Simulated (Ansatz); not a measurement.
C3H7N can be A, `C=NCC`, or B, `NC1CC1`.

Program: Ansatz. Geometries: PBE0-D4/def2-TZVP. ΔE: electronic, gas phase. CCSD(T)/CBS adds triple-zeta CCSD(T) − MP2 to the extrapolated MP2 energy (def2 sets, frozen cores). DFT in def2-TZVPP. B3LYP here is the variant with VWN-RPA as its local correlation; programs differ in this. One conformer a species, not always the lowest.

(1) Which is lower in electronic energy at CCSD(T)/CBS, and by how much? (Estimate.)

(2) Give E(B) − E(A) in kcal/mol with r2SCAN-D4, LDA (SPW92), MP2/def2-TZVPP, B3LYP-D4, ωB97M-V, CCSD(T)/def2-SVP, PBE-D4. (An estimate is asked.)

(3) Does the order hold for the free energy at 298.15 K (harmonic terms from PBE0-D4)? (An estimate is asked.)

Largest T1 diagnostic: 0.011.

## Answers

(1) Ansatz gave: A, by 4.6 kcal/mol.

(2) Computed: r2SCAN-D4 3.0, LDA (SPW92) -2.4, MP2/def2-TZVPP 2.4, B3LYP-D4 6.7, ωB97M-V 2.7, CCSD(T)/def2-SVP 6.9, PBE-D4 3.1. The order is the other way round with LDA (SPW92).

(3) Computed: Yes: G(B) − G(A) = +6.6 kcal/mol, for one conformer each.

From r2SCAN to r2SCAN0 (25 % exact exchange), in def2-TZVPP and without D4, E(B) − E(A) moves by −2.2 kcal/mol. At CCSD(T), def2-SVP lies +2.3 kcal/mol from the extrapolated value and def2-TZVPP +0.7 kcal/mol.
